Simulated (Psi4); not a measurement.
# M06-L/aug-cc-pVDZ run of CH5BF− (SMILES [BH3-]CF)

Aim: the vertical ionisation energy of CH5BF− at M06-L/aug-cc-pVDZ, from 2 runs. The job is set up through a Python script.

The results are computed with Psi4 1.11.

4 further runs of the same task are left out: 4 set aside as unsound or not needed.

## 1. The structure to begin with

CH5BF− has 8 atoms, charge -1, and is taken as a singlet. As SMILES, `[BH3-]CF`. Geometry: relaxed at GFN2-xTB.

Bond lengths: B1–C2 1.647 Å, C2–F3 1.416 Å, B1–H4 1.217 Å, B1–H5 1.217 Å, B1–H6 1.226 Å, C2–H7 1.100 Å, C2–H8 1.101 Å. Some angles: B1–C2–F3 115.9°, B1–C2–H7 112.4°, B1–C2–H8 112.5°, F3–C2–H7 103.9°, F3–C2–H8 103.9°, C2–B1–H4 110.7°, C2–B1–H5 110.6°, C2–B1–H6 105.8°, H7–C2–H8 107.3°, H4–B1–H5 110.4°.

## 2. The energy at M06-L/aug-cc-pVDZ

Input file ch5bf.py:

```python
import psi4

psi4.set_memory('1600 MB')
psi4.set_num_threads(1)
psi4.set_output_file('ch5bf.out', False)

m = psi4.geometry("""
-1 1
B     -0.551780     0.539550    -0.373100
C      0.485140    -0.493460     0.382030
F      1.540350    -1.002140    -0.412970
H     -1.114370    -0.016270    -1.298200
H      0.038640     1.528210    -0.767380
H     -1.377000     0.863650     0.473950
H      0.998440    -0.024140     1.234850
H     -0.019400    -1.395390     0.760820
symmetry c1
no_reorient
no_com
""")

options = {'basis': 'aug-cc-pVDZ', 'puream': True, 'e_convergence': 1e-09, 'd_convergence': 1e-08, 'scf_type': 'pk', 'dft_radial_points': 99, 'dft_spherical_points': 590}
psi4.set_options(options)

e = psi4.energy("m06-l")
print(f'total energy {e:.8f} hartree = {e * 27.211386:.5f} eV')
for k, v in sorted(psi4.core.scalar_variables().items()):
    print(f'{k:45s} {v:18.10f}')
```

Started as:

```console
$ python ch5bf.py
```

ch5bf.out:

```text
[...]
  Running in c1 symmetry.
[...]
  Nuclear repulsion =   69.147873280616494
[...]
  Multiplicity = 1
[...]
  Nalpha       = 13
  Nbeta        = 13
[...]
    Number of basis functions: 114
[...]
   @RKS iter   1:  -165.36381129105985   -3.60009e-01   7.31307e-03 DIIS/ADIIS
[...]
   @RKS iter  14:  -165.81377225369835   -2.70006e-12   4.19368e-09 DIIS
[...]
    Orbital Energies [Eh]
    ---------------------
    Doubly Occupied:
       1A    -24.294739     2A     -9.899917     3A     -6.354708
       4A     -0.961517     5A     -0.439541     6A     -0.254233
       7A     -0.234457     8A     -0.226375     9A     -0.161579
      10A     -0.104845    11A     -0.053785    12A     -0.042340
      13A     -0.039484
[...]
  @RKS Final Energy:  -165.81377225369835
   => Energetics <=
    Nuclear Repulsion Energy =             69.1478732806164942
    One-Electron Energy =                -369.4883096914254565
    Two-Electron Energy =                 156.5382161569263246
    DFT Exchange-Correlation Energy =     -22.0115519998157261
    Empirical Dispersion Energy =           0.0000000000000000
    VV10 Nonlocal Energy =                  0.0000000000000000
    Total Energy =                       -165.8137722536983460
[...]
 Multipole Moments:
 ------------------------------------------------------------------------------------
     Multipole            Electronic (a.u.)      Nuclear  (a.u.)        Total (a.u.)
 ------------------------------------------------------------------------------------
 L = 1.  Multiply by 2.5417464519 to convert [e a0] to [Debye]
 Dipole X            :        -23.4449011           23.6998112            0.2549101
 Dipole Y            :         15.2320175          -15.7342566           -0.5022391
 Dipole Z            :          6.3566904           -5.4537685            0.9029219
 Magnitude           :                                                    1.0641857
[...]
```

Standard output:

```text
total energy -165.81377225 hartree = -4512.02256 eV
CURRENT ENERGY                                   -165.8137722537
CURRENT REFERENCE ENERGY                         -165.8137722537
DD SOLVATION ENERGY                                 0.0000000000
DFT FUNCTIONAL TOTAL ENERGY                      -165.8137722537
DFT TOTAL ENERGY                                 -165.8137722537
DFT VV10 ENERGY                                     0.0000000000
DFT XC ENERGY                                     -22.0115519998
GRID ELECTRONS ALPHA                               13.0000012174
GRID ELECTRONS BETA                                13.0000012174
GRID ELECTRONS TOTAL                               26.0000024348
NUCLEAR REPULSION ENERGY                           69.1478732806
ONE-ELECTRON ENERGY                              -369.4883096914
PCM POLARIZATION ENERGY                             0.0000000000
PE ENERGY                                           0.0000000000
SCF ITERATION ENERGY                             -165.8137722537
SCF ITERATIONS                                     14.0000000000
SCF TOTAL ENERGY                                 -165.8137722537
TWO-ELECTRON ENERGY                               156.5382161569
XC GRID RADIAL POINTS                              99.0000000000
XC GRID SPHERICAL POINTS                          590.0000000000
XC GRID TOTAL POINTS                           448003.0000000000
```

It took 44 s on 1 thread of Intel Xeon 6975P-C (Granite Rapids), shared host; peak memory 0.69 GiB.

## 3. Doublet neutral CH5BF: energy and gradient at UM06-L/aug-cc-pVDZ

Input file ch5bf.xyz:

```xyz
8
CH5BF
B     -0.551780     0.539550    -0.373100
C      0.485140    -0.493460     0.382030
F      1.540350    -1.002140    -0.412970
H     -1.114370    -0.016270    -1.298200
H      0.038640     1.528210    -0.767380
H     -1.377000     0.863650     0.473950
H      0.998440    -0.024140     1.234850
H     -0.019400    -1.395390     0.760820
```

Input file job.py:

```python
import psi4

psi4.set_memory(1600000000)
psi4.set_num_threads(1)
psi4.set_output_file('run.log', False)

with open('ch5bf.xyz') as f:
    atoms = ''.join(f.readlines()[2:])
geom = psi4.geometry('0 2\n' + atoms + 'symmetry c1\nno_reorient\nno_com')

psi4.set_options({
    'reference': 'uks',
    'puream': True,
    'e_convergence': 1e-09,
    'd_convergence': 1e-08,
    'scf_type': 'pk',
    'dft_radial_points': 99,
    'dft_spherical_points': 590,
    'maxiter': 200,
})

energy_value, wavefunction = psi4.gradient('m06-l/aug-cc-pVDZ', molecule=geom, return_wfn=True)
psi4.oeprop(wavefunction, 'MULLIKEN_CHARGES', 'WIBERG_LOWDIN_INDICES', 'QUADRUPOLE')
print('gradient / Eh bohr^-1')
print(energy_value.np.round(6))
print(f'energy = {wavefunction.energy():.10f} Eh')
```

Started as:

```console
$ python job.py
```

run.log, cut to the lines that bear on the results:

```text
[...]
  Running in c1 symmetry.
[...]
  Nuclear repulsion =   69.147873280616494
[...]
  Multiplicity = 2
[...]
  Nalpha       = 13
  Nbeta        = 12
[...]
    Number of basis functions: 114
[...]
   @UKS iter   1:  -165.13185252990746   -1.28051e-01   7.71574e-03 DIIS/ADIIS
[...]
   @UKS iter  22:  -165.65938759387831   -1.49214e-11   4.62441e-09 DIIS
[...]
   @S^2 Observed:                7.534004483E-01
[...]
  @UKS Final Energy:  -165.65938759387831
   => Energetics <=
    Nuclear Repulsion Energy =             69.1478732806164942
    One-Electron Energy =                -363.1482990316582686
    Two-Electron Energy =                 150.0445888650050108
    DFT Exchange-Correlation Energy =     -21.7035507078415222
    Empirical Dispersion Energy =           0.0000000000000000
    VV10 Nonlocal Energy =                  0.0000000000000000
    Total Energy =                       -165.6593875938783071
[...]
  -Total Gradient:
     Atom            X                  Y                   Z
    ------   -----------------  -----------------  -----------------
       1        0.016827245788     0.015652582432    -0.003760950543
       2       -0.047460973211    -0.016858292677    -0.024449879550
       3        0.019097436079    -0.010697560032     0.001070655236
       4        0.012675573802    -0.015939187448     0.011118701735
       5       -0.022851163063     0.007040452308     0.015365621393
       6        0.003845339965     0.019719559426    -0.004838875874
       7        0.001676809559     0.001314010835    -0.001579857884
       8        0.016191680421    -0.000246554713     0.007115822917
[...]
 Multipole Moments:
 ------------------------------------------------------------------------------------
     Multipole            Electronic (a.u.)      Nuclear  (a.u.)        Total (a.u.)
[...]
  Mulliken Charges: (a.u.)
   Center  Symbol    Alpha    Beta     Spin     Total
       1     B     2.58652  2.38491  0.20161  0.02857
       2     C     2.74876  2.57032  0.17845  0.68092
       3     F     4.79350  4.65257  0.14093 -0.44607
       4     H     0.52311  0.41706  0.10605  0.05983
       5     H     0.58129  0.38681  0.19448  0.03190
       6     H     0.53915  0.41036  0.12879  0.05049
       7     H     0.60337  0.62673 -0.02335 -0.23010
       8     H     0.62428  0.55124  0.07304 -0.17553
   Total alpha = 13.00000, Total beta = 12.00000, Total charge = -0.00000
[...]
```

Standard output:

```text
gradient / Eh bohr^-1
[[ 0.016827  0.015653 -0.003761]
 [-0.047461 -0.016858 -0.02445 ]
 [ 0.019097 -0.010698  0.001071]
 [ 0.012676 -0.015939  0.011119]
 [-0.022851  0.00704   0.015366]
 [ 0.003845  0.01972  -0.004839]
 [ 0.001677  0.001314 -0.00158 ]
 [ 0.016192 -0.000247  0.007116]]
energy = -165.6593875939 Eh
```

Wall time 1.8 min (1 thread of Intel Xeon 6975P-C (Granite Rapids), shared host); peak memory 0.69 GiB.

## 4. Results

At M06-L/aug-cc-pVDZ:

```
                                                             quantity          value
                                         singlet CH5BF−: total energy  -165.81377 Eh
                                          singlet CH5BF−: HOMO energy       -1.07 eV
                                          singlet CH5BF−: LUMO energy        3.14 eV
singlet CH5BF−: HOMO–LUMO gap (to an unbound level, set by the basis)        4.22 eV
                                  doublet neutral CH5BF: total energy  -165.65939 Eh
                                 doublet neutral CH5BF: dipole moment         1.50 D
            doublet neutral CH5BF: HOMO energy (highest over α and β)       -7.62 eV
             doublet neutral CH5BF: LUMO energy (lowest over α and β)       -7.33 eV
                                          doublet neutral CH5BF: ⟨S²⟩          0.753
                      doublet neutral CH5BF: largest force on an atom     2.879 eV/Å
                  vertical detachment energy (to the doublet neutral)       4.201 eV
```

**Reading.** Removing an electron at fixed nuclei costs 4.20 eV (405 kJ/mol). The negative HOMO energy of the first species, 1.07 eV, lies 3.13 eV below that difference. Mulliken charges (doublet neutral CH5BF) run from -0.45 on F3 to +0.68 on C2; in a basis this large or diffuse they mean little.
